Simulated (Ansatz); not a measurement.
## Ansatz (development build ahead of 0.2.0) run

```yaml
crystal:
  periodic: [false, false, false]
  atoms:
    - { symbol: B, position_ang: [0.0, 0.0, 0.7315] }
    - { symbol: "N", position_ang: [0.0, 0.0, -0.7315] }
basis:
  gaussian: { orbitals: STO-3G }
magnetization:
  initial_magnetization: 2
hamiltonian:
  xc: hf
correlation:
  method: ccsd_t
  frozen_orbitals: { B: 1, "N": 1 }
```

The input is written out in the form of the current development build from the run's settings. Correlation on restricted open-shell orbitals is semicanonical, with singles.

Results

```json
{
 "Converged": "yes",
 "Reference energy": "-77.90869 hartree",
 "CCSD correlation energy": "-0.12642 hartree",
 "Triples correction": "-0.00864 hartree",
 "Total energy": "-78.04375 hartree",
 "Spin squared of the determinant": "2.000"
}
```
